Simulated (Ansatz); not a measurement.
NaBH2S, closed shell: a relaxation.

The input file, in.yaml:

```yaml
crystal:
  periodic: [false, false, false]
  atoms:
    - {symbol: B, position_ang: [0.130641, 0.266315, -0.655635]}
    - {symbol: S, position_ang: [0.596869, -0.786595, 0.353138]}
    - {symbol: Na, position_ang: [-0.957184, -1.192314, 2.312150]}
    - {symbol: H, position_ang: [0.974377, 0.552559, -1.443596]}
    - {symbol: H, position_ang: [-0.860359, 1.214528, -0.501643]}
basis:
  gaussian: {orbitals: def2-SVP}
hamiltonian: {xc: pbe, dispersion: d4}
relax: {f_tol: 0.05, max_steps: 5, max_displacement: 0.5}
```

Run by:

```bash
ansatz run in.yaml --threads 2 --pin off --events-out ev --progress --plain --max-ram 3481MiB
```

The run's output (Ansatz 0.2.0):

```
Functional definition: PBE
  name "PBE"
  cite "Perdew, Burke & Ernzerhof, Phys. Rev. Lett. 77, 3865 (1996) doi:10.1103/PhysRevLett.77.3865"
  parent pbe
  parameter kappa = 0.804
  parameter beta = 0.06672455060314922
  exchange = pbe_x(kappa = kappa, mu = beta*pi^2/3)
  correlation = pbe_c(beta = beta)
650 factors; their error is unknown
mean field evaluation 1: about -15940.1378 eV, gradient 3.8e1 eV
mean field evaluation 2: about -15906.7133 eV, gradient 8.3e1 eV
mean field evaluation 4: about -15945.4842 eV, gradient 6.1e0 eV
mean field evaluation 8: about -15945.5624 eV, gradient 1.1e-1 eV
mean field evaluation 16: about -15945.5625 eV, gradient 1.5e-5 eV
mean field -15945.56247844 eV, -585.9886127924 hartree, gradient 1.5e-5 eV, S^2 0.000000; 0 other end points of the search recorded, 0 dependent functions left out
the calculation of the forces begins
reference -15945.56254491 eV, -585.9886152351 hartree; 17, 17 occupied and 40, 40 virtual orbitals, 650 factors
relax step   1: F+E_penalty+E_count = -15945.64894445 eV  Δ(F+E_penalty+E_count) = +0.000e0 eV  max|allowed force component| = 8.714e0 eV/Å  Δτ_max = 0.0000 Å  (25 SCF iters, accepted)
these checks for a lower state are left out or cut short: starts, cluster_reference, orbital_swaps, neighbouring_geometries, increment
650 factors; their error is unknown
mean field -15946.26206718 eV, -586.0143222041 hartree, gradient 2.1e-5 eV, S^2 0.000000; 0 other end points of the search recorded, 0 dependent functions left out
the calculation of the forces begins
reference -15946.26213254 eV, -586.0143246062 hartree; 17, 17 occupied and 40, 40 virtual orbitals, 650 factors
relax step   2: F+E_penalty+E_count = -15946.34993023 eV  Δ(F+E_penalty+E_count) = -7.010e-1 eV  max|allowed force component| = 3.159e0 eV/Å  Δτ_max = 0.3740 Å  (31 SCF iters, accepted)
these checks for a lower state are left out or cut short: starts, cluster_reference, orbital_swaps, neighbouring_geometries, increment
650 factors; their error is unknown
mean field evaluation 32: about -15946.6423 eV, gradient 1.3e-5 eV
mean field -15946.64232596 eV, -586.0282964566 hartree, gradient 1.3e-5 eV, S^2 0.000000; 0 other end points of the search recorded, 0 dependent functions left out
the calculation of the forces begins
reference -15946.64238964 eV, -586.0282987969 hartree; 17, 17 occupied and 40, 40 virtual orbitals, 650 factors
relax step   3: F+E_penalty+E_count = -15946.72760138 eV  Δ(F+E_penalty+E_count) = -3.777e-1 eV  max|allowed force component| = 1.597e0 eV/Å  Δτ_max = 0.3449 Å  (31 SCF iters, accepted)
these checks for a lower state are left out or cut short: starts, cluster_reference, orbital_swaps, neighbouring_geometries, increment
650 factors; their error is unknown
mean field -15946.94306053 eV, -586.0393482482 hartree, gradient 1.1e-5 eV, S^2 0.000000; 0 other end points of the search recorded, 0 dependent functions left out
the calculation of the forces begins
reference -15946.94312404 eV, -586.0393505824 hartree; 17, 17 occupied and 40, 40 virtual orbitals, 650 factors
relax step   4: F+E_penalty+E_count = -15947.02787941 eV  Δ(F+E_penalty+E_count) = -3.003e-1 eV  max|allowed force component| = 8.835e-1 eV/Å  Δτ_max = 0.1750 Å  (28 SCF iters, accepted)
these checks for a lower state are left out or cut short: starts, cluster_reference, orbital_swaps, neighbouring_geometries, increment
650 factors; their error is unknown
mean field -15947.02616964 eV, -586.0424024519 hartree, gradient 2.5e-5 eV, S^2 0.000000; 0 other end points of the search recorded, 0 dependent functions left out
the calculation of the forces begins
reference -15947.02622939 eV, -586.0424046475 hartree; 17, 17 occupied and 40, 40 virtual orbitals, 650 factors
relax step   5: F+E_penalty+E_count = -15947.11089026 eV  Δ(F+E_penalty+E_count) = -8.301e-2 eV  max|allowed force component| = 3.571e-1 eV/Å  Δτ_max = 0.1830 Å  (27 SCF iters, accepted)
Error: geometry relaxation did not converge after 5 steps: max|allowed force component| = 3.57e-1 eV/Å (threshold 5.0e-2). Raise `relax.max_steps` over both its present limit and 5, loosen `relax.f_tol`, or start from a geometry closer to equilibrium. Where this run's directory can be resumed (`checkpoint.write`), a resume goes on for up to `relax.max_steps` more
```

The lines “mean field evaluation” count trial sets of orbitals through the whole run, from several starts and some on an approximate energy, so they need not fall steadily or lie above the final value.

Hardware: 2 CPU threads of an Arm Neoverse V1, shared host. Wall time about 4.2 s.


The run did not converge within its limit.